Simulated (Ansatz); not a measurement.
Down a group: vertical spin gaps of SiH2, GeH2

Ansatz 0.2.0, basis cc-pVTZ; geometries are PBE0/def2-TZVP minima. Wave-function levels freeze the cores with the filled d shells of p-block atoms; HF, MP2 and coupled cluster are restricted for singlets and unrestricted otherwise, restricted open-shell where a d shell is frozen, Kohn–Sham unrestricted where that lies lower. NEVPT2 and MRCISD+Q stand on CASSCF in the full valence space. The reference is full CI, exact within the basis. Semilocal and hybrid functionals correlate all electrons outside any core potential and usually lie nearer their basis limit than the reference, so part of their error here is the reference's basis and frozen-core error; RPA and the MP2 part of double hybrids freeze the same cores as the reference. An error is the level's value less the reference. None of these values is a measured one. Energies are electronic, without zero-point terms. No spin–orbit coupling and no scalar relativity. The species are chosen: bound, without strong static correlation by their natural occupations or amplitudes, in their lowest spin state as far as vertical gaps and like structures tell, and with a ladder that closes on the reference, so errors are smaller than for species at large; levels whose determinant breaks symmetry or spin markedly are left out.

```json
{"species": "SiH2, singlet", "bonds (Å)": "Si–H 1.526, angle at Si 91°", "quantity": "triplet less singlet, vertical", "symmetry of the states": "A1 / B1", "reference": "full CI", "value (kcal/mol)": "29.2", "error CCSD(T)": "0.0", "error NEVPT2": "-1.4", "error MRCISD+Q": "-0.1", "error PBE": "-4.4", "error PBE0": "-5.0"}
{"species": "GeH2, singlet", "bonds (Å)": "Ge–H 1.594, angle at Ge 91°", "quantity": "triplet less singlet, vertical", "symmetry of the states": "A1 / B1", "reference": "full CI", "value (kcal/mol)": "32.5", "error CCSD(T)": "0.0", "error NEVPT2": "-1.1", "error MRCISD+Q": "0.1", "error PBE": "0.0", "error PBE0": "-1.4"}
```

The reference rises from Si to Ge, by 3.3 kcal/mol in all.
